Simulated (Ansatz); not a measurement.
Born–Oppenheimer molecular dynamics of CH3N2 (6 atoms, charge 0, multiplicity 2). It starts at the highest image of a converged band, a first-order saddle point between two minima.

All numbers below come from UKS PBE/def2-TZVP in Ansatz 0.2.0.

- ensemble: NVE (velocity Verlet)
- time step: 0.5 fs
- steps asked: 200
- starting velocities drawn for: 100 K
- seed: 6212

First frame:

```xyz
6
Properties=species:S:1:pos:R:3
H 0.209 -0.184 -0.405
N 0.271 -1.085 0.377
C -0.138 1.108 -0.785
N -0.441 2.196 -1.085
H 0.786 -0.747 1.202
H -0.688 -1.288 0.696
```

Question: How far do the bonds stretch over the last three quarters of this one trajectory? (Pairs bonded in most of those frames.)

Answer: 
```json
{"bond": "H1–N2", "mean (Å)": "1.026", "spread (Å)": "0.017", "shortest": "1.00", "longest": "1.07"}
{"bond": "N2–H5", "mean (Å)": "1.021", "spread (Å)": "0.011", "shortest": "1.00", "longest": "1.04"}
{"bond": "N2–H6", "mean (Å)": "1.021", "spread (Å)": "0.006", "shortest": "1.01", "longest": "1.03"}
{"bond": "C3–N4", "mean (Å)": "1.175", "spread (Å)": "0.013", "shortest": "1.16", "longest": "1.19"}
```

Mean temperature of the second half: 189 K. The conserved energy stayed within 0.076 meV per atom of its start (net change 0.036 meV per atom), so the integration is sound. The kinetic energy rose, since the run started high on the potential surface and went downhill. It ends in pieces (CN + H3N), so much of that is their flight and rotation, not heat. A run of 0.1 ps of so small a system gives no equilibrium averages.

Run time: 3.9 min on 4 threads of Arm Neoverse N1, with other jobs on the host, peak memory 0.17 GiB.
